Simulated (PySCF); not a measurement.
**How methods differ on the ionisation energy of F**

F [He] 2s2 2p5 (2P) → F⁺ [He] 2s2 2p4 (3P), as a difference of total energies. Computed with PySCF 2.14 in aug-cc-pVDZ, with the non-relativistic Hamiltonian (point nucleus). Correlated levels: valence: 1s2 frozen. The calculations carry no spin-orbit coupling.

```csv
method,ionisation energy (eV)
UHF,15.767
LDA,17.996
PBE,17.697
PBE0,17.510
r2SCAN,17.623
BP86,17.839
TPSS,17.468
LC-wPBE,17.794
BLYP,17.737
MP2 (valence),17.167
SCS-MP2 (valence),17.117
```

Errors of the correlated levels include the incompleteness of this basis and the frozen core.

Question: Which method comes closest to the reference value, and which is furthest?

Answer: The reference is 17.427 eV (measured; NIST levels, between the centres of gravity of the two terms). Closest: TPSS (error 0.041 eV); furthest: UHF (error -1.660 eV).
